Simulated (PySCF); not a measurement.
Computed data sheet: propene, `CC=C`

Propene, C₃H₆.
Numbering: `[CH2:1]=[CH:2][CH3:3]` (hydrogens: H4, H5 on C1; H6 on C2; H7, H8, H9 on C3)

**GFN2-xTB geometry**

```
Point group of the GFN2-xTB geometry                  : Cs
Rotational constants A, B, C of the GFN2-xTB geometry : 47.148, 9.462, 8.283 GHz
```

**wB97X-D/def2-SVPD ground state and vertical TDDFT (core frozen in the response) (PySCF)**

```
Dipole moment                                                     : 0.40 D
HOMO energy                                                       : -9.29 eV
LUMO energy                                                       : 2.33 eV
HOMO–LUMO gap                                                     : 11.62 eV
Lowest singlet excitation                                         : 7.51 eV (165 nm, f = 0.035)
Strongest line among the 8 lowest singlet transitions             : S2 at 7.66 eV (162 nm, f = 0.419)
Lowest triplet excitation (Tamm–Dancoff)                          : 4.64 eV
Static isotropic polarisability                                   : 38.8 au
Electronic spatial extent ⟨r²⟩ about the centre of nuclear charge : 195 bohr²
```

Monoisotopic mass from the formula: 42.0470 u.

The rotational constants make it an asymmetric top with κ = (2B − A − C)/(A − C) = -0.94, nearer the prolate limit (−1). The vertical singlet–triplet gap S1 − T1 is 2.87 eV (TDDFT singlet less Tamm–Dancoff triplet; S1: HOMO→LUMO+1, weight 0.89; T1: HOMO→LUMO, weight 0.96). S1 lies 4.11 eV below the HOMO–LUMO gap; its leading configuration is HOMO→LUMO+1, weight 0.89. In wavenumbers S1 is 60500 cm⁻¹ (1 eV = 8065.54 cm⁻¹). A dipole of 0.40 D is allowed in Cs, and pure rotational transitions are dipole-allowed. The polarisability is 5.75 Å³ as a volume (1 au = 0.148185 Å³), or 1.62 au for each of the 24 electrons. In atomic units the dipole is 0.16 e·bohr (1 au = 2.5417 D). The largest Löwdin shares of the HOMO are 0.40 on C1, 0.36 on C2 and 0.09 on C3.

Isolated species at its GFN2-xTB geometry, gas phase.
